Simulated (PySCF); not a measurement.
Predicted microwave data (PBE0-D3(BJ)/def2-SVP geometry optimisation, gas phase in PySCF) for one isomer of C4H2ClS (doublet):

- Rotational constants: A = 5655, B = 1920, C = 1433 MHz
- Dipole components: |μa| = 0.59 D, |μb| = 0.05 D, |μc| = 0.00 D
- Inertial defect: 0.00 u·Å²
- κ: -0.77

Task: Which candidate fits, each taken in the one conformer that was computed?
A. `Clc1cc[c]s1` [radical]
B. `[c]1cc(sc1)Cl` [radical]

Result: B. It is Clc1c[c]cs1, an asymmetric top, point group Cs. The candidates at the same level (rigid rotor, commonest isotopes):

| SMILES | A (MHz) | B (MHz) | C (MHz) | μa (D) | μb (D) | μc (D) | Δ (u·Å²) | point group | rotor |
| --- | --- | --- | --- | --- | --- | --- | --- | --- | --- |
| Clc1cc[c]s1 | 5316 | 1950 | 1426 | 0.39 | 0.89 | 0.00 | 0.00 | Cs | asymmetric top |
| Clc1c[c]cs1 | 5655 | 1920 | 1433 | 0.59 | 0.05 | 0.00 | 0.00 | Cs | asymmetric top |

`Clc1cc[c]s1` has A 6 % too low. In the right answer the mirror of this Cs structure is the ab plane, so μc vanishes by symmetry. No structure here is proved a minimum.
